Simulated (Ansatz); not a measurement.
```yaml
crystal:
  periodic: [false, false, false]
  atoms:
    - {symbol: B, position_ang: [0.003901, 0.039062, 0.017131]}
    - {symbol: H, position_ang: [1.221447, -0.065792, 0.024920]}
    - {symbol: H, position_ang: [-0.598568, 1.092472, -0.039507]}
    - {symbol: F, position_ang: [-0.653686, -1.108513, -0.029988]}
basis:
  gaussian: {orbitals: def2-SVPD}
hamiltonian: {xc: {name: r2SCAN50}, dispersion: d3bj}
scf: {omitted_lower_state_checks: [starts]}
```

```sh
$ ansatz run in.yaml --threads 4 --pin off --events-out ev --progress --plain --max-ram 3916MiB
```

Shortened log:

```
Warning: the engine holds no damping parameters fitted to this dispersion correction and functional, so the run takes those fitted to r2scan50 beside the three-body term, which d3bj leaves out (hamiltonian.dispersion, under Limitations)
Functional definition: r2SCAN50
520 factors; their error is unknown
mean field evaluation 1: about -3420.7031 eV, gradient 2.2e1 eV
mean field evaluation 2: about -3420.6505 eV, gradient 2.4e1 eV
mean field evaluation 4: about -3421.4918 eV, gradient 1.6e-1 eV
mean field evaluation 8: about -3421.5420 eV, gradient 8.7e-3 eV
mean field -3421.54200534 eV, -125.7393494919 hartree, gradient 4.8e-5 eV, S^2 0.000000; 0 other end points of the search recorded, 0 dependent functions left out
reference -3421.54201129 eV, -125.7393497105 hartree; 8, 8 occupied and 51, 51 virtual orbitals, 520 factors
Total energy: -3421.54942498 eV, -125.7396221584 hartree
Checks for a lower state left out: starts
```

Hardware: 4 threads of Arm Neoverse V1 on a shared host. Wall time 0.6 s.
